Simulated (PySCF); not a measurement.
Work out the structure from these simulated measurements.

Elements present: C, Cl and H. Monoisotopic mass: 78.0236 u.

| Item | Value |
| --- | --- |
| NMR, other nuclei | isotropic shieldings of nuclei other than C and H, by class: 854 (1 Cl) ppm [GIAO PBE0/pcSseg-1] |
| Rotational structure | rotational constants A, B, C: 25.846, 2.406, 2.296 GHz [GFN2-xTB] |
| Dipole | 2.26 D [PBE0/pcSseg-1] |
| 13C NMR | chemical shifts (computed TMS as zero) by class: 51.9 (1 C), 32.2 (1 C), 14.2 (1 C) ppm [GIAO PBE0/pcSseg-1] |
| 1H NMR | chemical shifts (computed TMS as zero) by class: 3.38 (2 H), 1.74 (2 H), 0.98 (3 H) ppm [GIAO PBE0/pcSseg-1] |

Gas-phase values; electronic properties from PySCF, density fitting. Levels stand in brackets. One conformer (not necessarily the lowest) at the GFN2-xTB geometry, without solvent, vibrations or thermal averaging. NMR values are class means; diastereotopic atoms form classes of their own.

Task: Which formula fits the mass and the elements?

Result: C3H7Cl (calculated 78.0236). No other formula that holds each of these elements comes within 0.0003 u with a fitting electron parity and a possible valence count.

Task: Give a SMILES that accounts for the data.

Result: Numbering: `[CH3:1][CH2:2][CH2:3][Cl:4]`. Its formula, C3H7Cl, gives 0 degrees of unsaturation, so no ring and no π bond. 3 carbons fall into 3 classes; from least to most shielded: sp3 C–Cl carbon [C3] (51.9 ppm), chain CH2 carbon [C2] (32.2 ppm), methyl carbon [C1] (14.2 ppm). Hydrogen classes from least to most shielded: 2 H on an sp3 C–Cl carbon, C3 (3.38 ppm), 2 H on a chain CH2 carbon, C2 (1.74 ppm), 3 H on a methyl carbon, C1 (0.98 ppm). The other shieldings belong to: 854 ppm, alkyl chlorine [Cl4]. The optimised geometry has point group Cs and is an asymmetric top. Structure: `CCCCl`. Computed isomers that give other values at the same levels: `CC(C)Cl` (13C chemical shifts (computed TMS as zero) by class: 59.3 (1 C), 29.6 (2 C) ppm). The assignments are read from this structure; whether some other isomer fits the data as well wasn't checked.

The values belong to the conformer `[CH3:1][CH2:2][CH2:3][Cl:4]`: C1–C2–C3–Cl4 180°.
